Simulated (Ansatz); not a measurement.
Mulliken charges of C4H3FS, SMILES `Fc1ccsc1` from ωB97M-V/def2-TZVPP in Ansatz (PBE0-D4/def2-TZVP geometry).

```json
{"atom": "F1", "x (Å)": "0.991", "y (Å)": "0.485", "z (Å)": "1.974", "charge (e)": "-0.200"}
{"atom": "C2", "x (Å)": "0.336", "y (Å)": "0.295", "z (Å)": "0.830", "charge (e)": "0.176"}
{"atom": "C3", "x (Å)": "0.665", "y (Å)": "-0.757", "z (Å)": "-0.053", "charge (e)": "-0.154"}
{"atom": "C4", "x (Å)": "-0.144", "y (Å)": "-0.741", "z (Å)": "-1.149", "charge (e)": "-0.143"}
{"atom": "S5", "x (Å)": "-1.274", "y (Å)": "0.534", "z (Å)": "-1.088", "charge (e)": "0.111"}
{"atom": "C6", "x (Å)": "-0.691", "y (Å)": "1.085", "z (Å)": "0.417", "charge (e)": "-0.163"}
{"atom": "H7", "x (Å)": "1.456", "y (Å)": "-1.472", "z (Å)": "0.128", "charge (e)": "0.125"}
{"atom": "H8", "x (Å)": "-0.134", "y (Å)": "-1.415", "z (Å)": "-1.992", "charge (e)": "0.126"}
{"atom": "H9", "x (Å)": "-1.116", "y (Å)": "1.939", "z (Å)": "0.917", "charge (e)": "0.121"}
```

**Question.** By hand: the dipole of these point charges (1 e Å = 4.8032 D).

**Answer.** Σ q r = (-0.220, -0.068, -0.389) e Å, of length 0.452 e Å = 2.17 D.

**Question.** How does the dipole of the full density compare? (Estimate.)

**Answer.** The calculation gave: (-0.074, -0.093, -0.220) e Å, 1.20 D; the point charges give 1.81 times that, at 17° from its direction.

Point charges leave out the atoms' own dipoles, such as those of lone pairs, and Mulliken's split depends on the basis, so the two needn't agree.
